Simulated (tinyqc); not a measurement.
CIS on RHF in the sto-3g basis, frozen core, for HF, spin multiplicity 1, step by step. One step of it, computed by the program tinyqc.

Problem. CIS matrix, singlets. A(ia,jb) = (e_a - e_i) d_ij d_ab + 2 (ia|jb) - (ij|ab).

orbital energies (hartree): MO1 -25.918043, MO2 -1.427124, MO3 -0.522135, MO4 -0.462150, MO5 -0.462150, MO6 0.445264

Two-electron integrals over orbitals (pq|rs), unique and non-zero (hartree); the lowest 1 orbital is frozen and left out:
```
(22|22) 0.864809    (32|22) -0.040247   (32|32) 0.145187    (33|22) 0.717164
(33|32) -0.025097   (33|33) 0.707364    (42|42) 0.186599    (43|42) -0.033697
(43|43) 0.039438    (44|22) 0.889041    (44|32) -0.072572   (44|33) 0.706278
(44|44) 0.997514    (52|52) 0.186599    (53|52) -0.033697   (53|53) 0.039438
(54|54) 0.053770    (55|22) 0.889041    (55|32) -0.072572   (55|33) 0.706278
(55|44) 0.889973    (55|55) 0.997514    (62|22) -0.102603   (62|32) -0.066572
(62|33) -0.026116   (62|44) -0.100755   (62|55) -0.100755   (62|62) 0.092621
(63|22) -0.211369   (63|32) 0.088596    (63|33) -0.104008   (63|44) -0.227961
(63|55) -0.227961   (63|62) 0.044828    (63|63) 0.211818    (64|42) -0.033792
(64|43) -0.019863   (64|64) 0.029959    (65|52) -0.033792   (65|53) -0.019863
(65|65) 0.029959    (66|22) 0.655081    (66|32) 0.055221    (66|33) 0.659623
(66|44) 0.635372    (66|55) 0.635372    (66|62) -0.059379   (66|63) -0.021714
(66|66) 0.691984
```

Give: CIS matrix A, singlet.

Solution.

CIS matrix A, singlet (hartree):
```
        2>6     3>6     4>6     5>6
2>6  1.4025  0.0344  0.0000  0.0000
3>6  0.0344  0.7314  0.0000  0.0000
4>6  0.0000  0.0000  0.3320  0.0000
5>6  0.0000  0.0000  0.0000  0.3320
```
